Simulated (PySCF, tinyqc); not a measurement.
Coupled-perturbed Hartree-Fock on RHF in the sto-3g basis, for CH+, spin multiplicity 1, step by step. The lowest restricted solution is unstable here: a spin-polarised one lies 0.0109 hartree lower (PySCF). One step of it, computed by the program tinyqc.

Problem. Integrals over molecular orbitals. (pq|rs) = sum C_ip C_jq C_kr C_ls (ij|kl), one index at a time.

coefficients C, order 1C 1s, 1C 2s, 1C 2px, 1C 2py, 1C 2pz, 2H 1s:
```
[[0.994253, -0.231409, 0.137336, 0.000000, 0.000000, 0.107294],
 [0.023631, 0.796909, -0.600924, 0.000000, 0.000000, -0.664152],
 [0.000000, 0.000000, 0.000000, 0.951625, -0.307263, 0.000000],
 [0.000000, 0.000000, 0.000000, 0.307263, 0.951625, 0.000000],
 [0.004649, 0.226260, 0.698926, 0.000000, 0.000000, -0.890495],
 [-0.006275, 0.294546, 0.372848, 0.000000, 0.000000, 1.208657]]
```

core Hamiltonian H = T + V (hartree), order 1C 1s, 1C 2s, 1C 2px, 1C 2py, 1C 2pz, 2H 1s:
```
[[-18.219781, -4.391909, 0.000000, 0.000000, -0.015083, -0.956793],
 [-4.391909, -5.166091, 0.000000, 0.000000, -0.158710, -2.079183],
 [0.000000, 0.000000, -4.081028, 0.000000, 0.000000, 0.000000],
 [0.000000, 0.000000, 0.000000, -4.081028, 0.000000, 0.000000],
 [-0.015083, -0.158710, 0.000000, 0.000000, -4.194580, -1.768308],
 [-0.956793, -2.079183, 0.000000, 0.000000, -1.768308, -3.169710]]
```

Two-electron integrals (ij|kl) in chemists' order, unique and non-zero (hartree):
```
(11|11) 3.541948   (21|11) 0.576921   (21|21) 0.111888   (22|11) 0.854682
(22|21) 0.205284   (22|22) 0.624709   (31|31) 0.020296   (32|31) 0.030858
(32|32) 0.137996   (33|11) 0.852436   (33|21) 0.205335   (33|22) 0.624568
(33|33) 0.672833   (41|41) 0.020296   (42|41) 0.030858   (42|42) 0.137996
(43|43) 0.036269   (44|11) 0.852436   (44|21) 0.205335   (44|22) 0.624568
(44|33) 0.600295   (44|44) 0.672833   (51|51) 0.020296   (52|51) 0.030858
(52|52) 0.137996   (53|53) 0.036269   (54|54) 0.036269   (55|11) 0.852436
(55|21) 0.205335   (55|22) 0.624568   (55|33) 0.600295   (55|44) 0.600295
(55|55) 0.672833   (61|11) 0.125086   (61|21) 0.024114   (61|22) 0.044166
(61|33) 0.044014   (61|44) 0.044014   (61|51) 0.001475   (61|52) 0.002746
(61|55) 0.044485   (61|61) 0.005315   (62|11) 0.300250   (62|21) 0.073081
(62|22) 0.244725   (62|33) 0.238855   (62|44) 0.238855   (62|51) 0.006960
(62|52) 0.047975   (62|55) 0.256237   (62|61) 0.016433   (62|62) 0.125702
(63|31) 0.007429   (63|32) 0.039186   (63|53) 0.009382   (63|63) 0.015447
(64|41) 0.007429   (64|42) 0.039186   (64|54) 0.009382   (64|64) 0.015447
(65|11) 0.255869   (65|21) 0.063084   (65|22) 0.223996   (65|33) 0.212703
(65|44) 0.212703   (65|51) 0.012667   (65|52) 0.079945   (65|55) 0.246344
(65|61) 0.014852   (65|62) 0.136668   (65|65) 0.161346   (66|11) 0.449986
(66|21) 0.111399   (66|22) 0.424008   (66|33) 0.401490   (66|44) 0.401490
(66|51) 0.013366   (66|52) 0.123595   (66|55) 0.468532   (66|61) 0.025418
(66|62) 0.275125   (66|65) 0.330418   (66|66) 0.774606
```

Give: one-electron integrals over orbitals h = C^T H C; Two-electron integrals over orbitals.

Solution.

one-electron integrals over orbitals h = C^T H C (hartree):
```
[[-18.2079, 0.3500, -0.1989, 0.0000, 0.0000, -0.1520],
 [0.3500, -4.2634, 0.1662, 0.0000, 0.0000, 0.6075],
 [-0.1989, 0.1662, -3.9314, 0.0000, 0.0000, 0.4464],
 [0.0000, 0.0000, 0.0000, -4.0810, 0.0000, 0.0000],
 [0.0000, 0.0000, 0.0000, 0.0000, -4.0810, 0.0000],
 [-0.1520, 0.6075, 0.4464, 0.0000, 0.0000, -3.1077]]
```

Two-electron integrals over orbitals (pq|rs), unique and non-zero (hartree):
```
(11|11) 3.5128    (21|11) -0.3053   (21|21) 0.0433    (22|11) 0.7600
(22|21) -0.0067   (22|22) 0.6092    (31|11) 0.1787    (31|21) -0.0208
(31|22) 0.0187    (31|31) 0.0258    (32|11) -0.0893   (32|21) 0.0093
(32|22) 0.0493    (32|31) 0.0107    (32|32) 0.0931    (33|11) 0.7703
(33|21) -0.0136   (33|22) 0.5145    (33|31) -0.0079   (33|32) -0.0576
(33|33) 0.6237    (41|41) 0.0215    (42|41) 0.0245    (42|42) 0.0992
(43|41) -0.0142   (43|42) -0.0445   (43|43) 0.0531    (44|11) 0.8521
(44|21) -0.0095   (44|22) 0.5666    (44|31) 0.0052    (44|32) -0.0477
(44|33) 0.5651    (44|44) 0.6728    (51|51) 0.0215    (52|51) 0.0245
(52|52) 0.0992    (53|51) -0.0142   (53|52) -0.0445   (53|53) 0.0531
(54|54) 0.0363    (55|11) 0.8521    (55|21) -0.0095   (55|22) 0.5666
(55|31) 0.0052    (55|32) -0.0477   (55|33) 0.5651    (55|44) 0.6003
(55|55) 0.6728    (61|11) 0.1398    (61|21) -0.0238   (61|22) -0.0077
(61|31) -0.0009   (61|32) -0.0156   (61|33) 0.0177    (61|44) 0.0036
(61|55) 0.0036    (61|61) 0.0228    (62|11) -0.2114   (62|21) 0.0032
(62|22) -0.0716   (62|31) -0.0131   (62|32) 0.0231    (62|33) -0.0332
(62|44) -0.1058   (62|55) -0.1058   (62|61) 0.0069    (62|62) 0.1021
(63|11) -0.1596   (63|21) 0.0045    (63|22) -0.0091   (63|31) 0.0046
(63|32) 0.0706    (63|33) -0.0869   (63|44) -0.0773   (63|55) -0.0773
(63|61) -0.0074   (63|62) 0.0638    (63|63) 0.0989    (64|41) -0.0103
(64|42) -0.0396   (64|43) 0.0031    (64|64) 0.0269    (65|51) -0.0103
(65|52) -0.0396   (65|53) 0.0031    (65|65) 0.0269    (66|11) 0.6683
(66|21) -0.0040   (66|22) 0.5780    (66|31) 0.0161    (66|32) 0.0896
(66|33) 0.4959    (66|44) 0.4887    (66|55) 0.4887    (66|61) -0.0086
(66|62) 0.0124    (66|63) 0.0580    (66|66) 0.6620
```
